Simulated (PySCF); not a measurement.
Species: C2H3O3 (charge -1).
Bonds: C1–O2, O2–C3, C3–O4 (double), C3–O5. Hydrogens: H6, H7, H8 on C1.

A calculation gives these core lines: C 1s: 287.36 (area 1), 288.99 (area 1) eV; O 1s: 531.20 (area 2), 532.90 (area 1) eV.

Method: delta-SCF UKS SCAN, pcX-2 on the ionised atom, pcseg-1 elsewhere, spin-free X2C in PySCF. The structure is a single PBE0-D3(BJ)/def2-SVP conformer in the gas phase; no vibrational or solvent corrections. The geometry's basis has no diffuse functions, a weakness for an anion.

(1) Which carbon gives which C 1s line?

(2) Order the oxygen atoms by O 1s binding energy.

Results:

(1) 287.36 eV: C1 (methoxy carbon); 288.99 eV: C3 (carbonate carbon). The listed C 1s values span 1.63 eV, from C1 (bonded to O and 3 H) to C3 (bonded to 3 O). Summing the Pauling electronegativity differences to the bonded atoms, each weighted by its formal bond order, gives -0.16 for the lowest site and +3.56 for the highest.

(2) 531.20 eV: O4/O5 (oxygen bonded to C); 532.90 eV: O2 (oxygen singly bound to a carbonyl carbon). The listed O 1s values span 1.70 eV, from O4/O5 (bonded to C) to O2 (bonded to 2 C). Summing the Pauling electronegativity differences to the bonded atoms, each weighted by its formal bond order, gives -1.34 for the lowest site and -1.78 for the highest; the largest sum, -1.34, belongs to O4/O5, 1.70 eV below the top. The smallest sum, -1.78, belongs to O2, 1.70 eV above the lowest.

Bonded neighbours of each site: C1: O and 3 H; O2: 2 C; C3: 3 O; O4/O5: C.

Problem. Which photon energy gives electrons from C 1s of C3 a kinetic energy of 20 eV, and what is their de Broglie wavelength?

Solution. hν = 288.99 + 20 = 308.99 eV, recoil neglected; λ = 12.264 Å/√(E/eV) = 2.74 Å.

Topologically equivalent atoms share the value of their first member; where this conformer doesn't relate them by symmetry, their own values could differ. The species carries charge -1, so core ionisation leaves a neutral species. The basis sets have no added diffuse functions.

Time: 19 s of wall time; peak memory 0.48 GiB. Hardware: an Arm Neoverse V2 with one thread (shared host).

Shape of the structure used: `[CH3:1][O:2][C:3](=[O:4])[O-:5]`: C1–O2–C3–O4 0°.
